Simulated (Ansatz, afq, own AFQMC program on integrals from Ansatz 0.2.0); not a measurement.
**CH2Al, doublet: AFQMC among the cluster methods**

```xyz
4

Al    0.0000    0.0000    0.7889
C     0.0000    0.0000   -1.4271
H     0.0000   -0.8961   -2.0555
H     0.0000    0.8961   -2.0555
```

Connectivity, by distances: Al–CH2.

Basis cc-pVDZ. Noble-gas cores (and the filled d shells of Ga–Kr and In–Xe) are frozen. Integrals, coupled cluster, full CI and functionals: Ansatz 0.2.0; the random walks run on the same integrals in our own AFQMC program. ph-AFQMC/CISD is guided by a CISD state made of CCSD amplitudes; releasing the constraint for a short imaginary time cuts its bias at the price of noise, slowly where states lie close. Uncertainties: one standard error, sampling alone.

Determinant: UHF, the one that the program's search chose, which needn't be the lowest solution. The geometry is a point of a scan.

No full CI on the walks' own integrals is used here; CCSDT(Q) serves as the reference and is uncertain by about the last step of the cluster series.

The T1 diagnostic is 0.0206, the weight of the determinant in the CISD state is 0.872 and the ⟨S²⟩ of the determinant is 0.772. The size of the correlated space is 9 electrons in 36 orbitals.

| level | correlation energy (eV) |
| --- | --- |
| MP2 | -4.4153 |
| CCSD | -5.3450 |
| CCSD(T) | -5.4857 |

(1) Estimate where AFQMC with the constraint released lies against CCSD(T) on the same integrals.

(1) 1.82 ± 0.46 mEh below CCSD(T).

Reference: CCSDT(Q), correlation energy -5.522 eV. The released energy is read at 2.40 1/Eh (meV from the phaseless value at times in 1/Eh: 0 ± 13 at 0.24, 1 ± 11 at 0.51, -6 ± 9 at 0.99, -3 ± 10 at 1.62, -15 ± 12 at 2.40).

| level | E − E(reference) (mEh) | share of correlation (%) |
| --- | --- | --- |
| CCSD(T) | 1.34 | 99.34 |
| CCSDT | 0.36 | 99.82 |
| ph-AFQMC/CISD | 0.08 ± 0.39 | 99.96 |
| released AFQMC | -0.48 ± 0.46 | 100.23 |

Released energies are given only where the last usable release times agree within the noise; a slower fall can still hide under it.
